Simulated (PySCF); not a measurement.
Cartesian coordinates in Å; atom numbers follow the order of the lines, from 1:
```xyz
12

C    -1.5234    0.0093    0.0983
C    -0.1458    0.0974   -0.5445
C     0.9626   -0.2421    0.4524
O     2.2478   -0.1961   -0.1213
H    -1.7071   -0.9967    0.4682
H    -1.5986    0.7015    0.9345
H    -2.2961    0.2578   -0.6250
H    -0.0829   -0.5923   -1.3886
H     0.0156    1.1099   -0.9271
H     0.9032    0.4381    1.3159
H     0.8427   -1.2660    0.8142
H     2.3832    0.6785   -0.5030
```

PySCF 2.14 calculation with σ from GIAO-PBE0/pcSseg-1 and coordinates at the GFN2-xTB level; one conformer, no relativistic terms, no solvent, fast rotation and ring inversion assumed for equivalent nuclei.

Referencing at the same level of theory: TMS for $^{13}$C and $^{1}$H; $^{17}$O vs H2O.

```
   atoms   nucleus  count  δ (ppm)
     H12   $^{1}$H      1    -0.01
      C3  $^{13}$C      1     70.8
      O4  $^{17}$O      1        ?
   H8/H9   $^{1}$H      2     1.51
      C1  $^{13}$C      1        ?
      C2  $^{13}$C      1     32.7
H5/H6/H7   $^{1}$H      3     0.92
 H10/H11   $^{1}$H      2     3.78
```

Q: Estimate the values marked ?.

A: 
- C1: 11.5 ppm, methyl carbon; saturated and bonded to C and H only
- O4: 46.9 ppm, alcohol oxygen

OH/NH shifts are gas-phase values; hydrogen bonding in solution moves them, usually downfield. Shifts are as computed. Against solution values, carbons near 30 ppm lie about +3 ppm off and those near 130 ppm about +5 ppm. Of 1211 compounds with measured shifts, 218 miss one by over three times the rms of a fit or turn the order of signals round; such compounds aren't used in these exercises. Experimental scales use liquid or dissolved standards, which lie at an offset from isolated H2O (liquid H2O: subtract about 36 ppm).
